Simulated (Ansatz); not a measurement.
A nudged elastic band was laid between two geometries of FH₃Si (5 atoms, charge 0, multiplicity 1).

Level of theory: Ansatz, RKS B3LYP-D4/def2-SVP.

* movable images: 3
* climbing image: no
* spring: 5.0 eV/Å²
* optimiser: quadratic models (default)
* start path: through a guess of the saddle point
* force threshold: 0.05 eV/Å
* iteration limit: 60
* end points: relaxed

Initial state:

```xyz
5
Properties=species:S:1:pos:R:3
Si 0.210 0.000 0.188
H 0.168 0.000 1.674
F 1.766 0.000 -0.288
H -0.450 1.221 -0.347
H -0.450 -1.221 -0.347
```

Final state:

```xyz
5
Properties=species:S:1:pos:R:3
Si -0.719 0.000 0.223
H 1.453 0.000 1.597
F 1.480 0.000 0.663
H -0.485 1.110 -0.802
H -0.485 -1.110 -0.802
```

Q: Which bonds break or form, and what moves?

A: Bonds broken: Si1–H2. Bonds formed: H2–F3. FH3Si becomes FH + H2Si.

Q: What energy profile does the band end with?

A: The run converged. The highest image is number 3 of 0 to 4, 3.40 eV above the first end and 0.15 eV above the last; the last end lies 3.25 eV above the first. Neighbouring images differ by up to 2.3 eV, so the band resolves the path poorly. No image climbed, so the highest image needn't sit at the top of the path. So few images can step over the top or miss a turn of the path. The orbitals stay closed-shell, which can raise the energy where a bond breaks towards radicals; this wasn't checked here.

```
image  path coordinate (Å)  energy (eV)  Si1–H2 (Å)  H2–F3 (Å)
    0                 0.00         0.00        1.49       2.53
    1                 0.54         0.74        1.48       2.02
    2                 1.09         3.05        1.56       1.46
    3                 1.63         3.40        1.93       0.98
    4                 2.18         3.25        2.57       0.93
```

Q: What is the geometry of the highest image?

A: 
```xyz
5
Properties=species:S:1:pos:R:3
Si -0.495 0.000 0.300
H 1.111 0.000 1.369
F 1.689 0.000 0.580
H -0.531 1.149 -0.685
H -0.531 -1.149 -0.685
```

Time of the run: 20 s on 1 thread of Arm Neoverse V1, on a shared host, peak memory 0.091 GiB.
